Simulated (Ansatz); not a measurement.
A run of Ansatz (development build ahead of 0.2.0) on doublet CHN(+) at this shape:

```yaml
atoms:
  - { symbol: H, position_ang: [0.0034, 0.0117, -0.0329] }
  - { symbol: C, position_ang: [0.8263, -0.0189, 0.7562] }
  - { symbol: N, position_ang: [1.6212, -0.0484, 1.5534] }
```

Its results:

| Item | Value |
| --- | --- |
| Converged | yes |
| Reference energy | -92.34623 hartree |
| Correlation energy | -0.21775 hartree |
| Total energy | -92.56397 hartree |
| Spin squared of the determinant | 0.754 |
| Stability test | minimum |

Forces (eV/Å):
```
atom      Fx      Fy      Fz
  H1   0.919  -0.034   0.931
  C2  -9.626   0.358  -9.713
  N3   8.706  -0.324   8.783
```

Which input gives this output? Name the method, the orbitals and the basis set, and write the input.

UHF-MP2 in def2-SVP.

```yaml
crystal:
  periodic: [false, false, false]
  atoms:
    - { symbol: H, position_ang: [0.00339, 0.01165, -0.03291] }
    - { symbol: C, position_ang: [0.82631, -0.01886, 0.7562] }
    - { symbol: "N", position_ang: [1.62115, -0.04843, 1.55335] }
basis:
  gaussian: { orbitals: def2-SVP }
total_charge: 1
magnetization:
  spin_polarized: true
  initial_magnetization: 1
hamiltonian:
  xc: hf
correlation:
  method: mp2
  frozen_orbitals: { C: 1, H: 0, "N": 1 }
output:
  forces: true
```

Caution: MP2 on this radical cation hangs on the determinant chosen.
